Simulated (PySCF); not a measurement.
# NaH and its ions

RHF-CCSD(T); PySCF, no relativity, basis sets Na pcseg-2, H pcseg-2. Neutral (RHF): singlet (closed shell), Re = 1.910 Å, ωe = 1122 cm⁻¹, De = 1.85 eV.

NaH⁺ (UHF): doublet (σ ↑), Re = 2.552 Å, ωe = 360 cm⁻¹, De = 0.07 eV to Na⁺ + H. The energies at the minima are -162.43399 hartree for NaH and -162.18446 for NaH⁺.

Work out the adiabatic ionisation energy, without and with harmonic zero-point energies (1 hartree = 27.2114 eV, 1 eV = 8065.5 cm⁻¹), and the change of the bond length.

At CCSD(T): 0.24953 hartree = 6.790 eV between the minima; the zero-point term (360.0 − 1122.0)/2 cm⁻¹ = -0.047 eV makes it 6.743 eV. Re changes by +64.2 pm against the neutral. The electron leaves a σ orbital, and the ion is left as a loose complex of an ion and an atom.

Correlated steps freeze 1 core orbital. Weak bonds: NaH⁺. Basis-set superposition, not corrected here, can be much of De in a small basis, most of all at correlated wavefunction levels. For an ion De counts to the pair picked by the measured ionisation energies or electron affinities, which need not be the lowest pair at this level. Where the molecule has an RHF reference, its open-shell atoms are computed with UHF. States were picked by a PBE0 search and need not be the measured ground states.

Neutral and ion stand on different kinds of reference determinant, which adds to the error of the difference.
